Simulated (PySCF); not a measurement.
Stepwise substitution at one centre (Al F-Cl). Isolated molecules, 0 K electronic values unless said otherwise. Strings in code marks are SMILES.

The S1–T1 gap (TDA) from two functionals at the same geometries (ωB97X-D3(BJ)/def2-TZVP), both in PySCF: PBE-D3(BJ)/def2-TZVP and ωB97X-D3(BJ)/def2-TZVP. Excitations are Tamm–Dancoff values on a coarser integration grid. The basis has no diffuse functions, so Rydberg states are missing or too high.

```tsv
species	PBE-D3(BJ)/def2-TZVP (eV)	ωB97X-D3(BJ)/def2-TZVP (eV)
0 of 3 F replaced by Cl	0.20	0.24
2 of 3 F replaced by Cl (`[Cl][Al]([Cl])[F]`)	0.24	0.31
3 of 3 F replaced by Cl	0.24	0.31
```

Over these rows, drawn at random from the members with no instability flagged (it was tested for open shells, ions and some series alone), PBE minus ωB97X-D3(BJ): mean -0.06 eV, from -0.07 eV to -0.04 eV.
